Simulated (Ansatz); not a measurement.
```yaml
crystal:
  periodic: [false, false, false]
  atoms:
    - {symbol: Zn, position_ang: [0.000000, 0.000000, 0.000000]}
    - {symbol: O, position_ang: [0.000000, 0.000000, 1.880000]}
basis:
  gaussian: {orbitals: def2-TZVP}
magnetization: {spin_polarized: true, initial_magnetization: 2}
hamiltonian: {xc: pbe0}
relax: {f_tol: 0.004, max_steps: 80}
```

```sh
$ ansatz run in.yaml --threads 1 --pin off --events-out ev --progress --plain --max-ram 2176MiB
```

Steps of the relaxation (energy above the last step; positions in Å, forces in eV/Å):

```
2
step 1, 1.0 meV
Zn    0.000    0.000    0.000    0.000    0.000    0.156
O     0.000    0.000    1.880    0.000    0.000   -0.156
```

```
2
step 2, 0.4 meV
Zn    0.000    0.000    0.002    0.000    0.000    0.097
O     0.000    0.000    1.878    0.000    0.000   -0.097
```

```
2
step 3, 0.0 meV
Zn    0.000    0.000    0.006    0.000    0.000   -0.003
O     0.000    0.000    1.874    0.000    0.000    0.003
```

Close pairs at the end: Zn1–O2 1.867 Å.

A stationary point of unrestricted PBE0 after 3 steps, with ⟨S²⟩ = 2.009 against 2.00 for a pure state. 5 s on 1 thread of Intel Xeon 6975P-C, shared host.
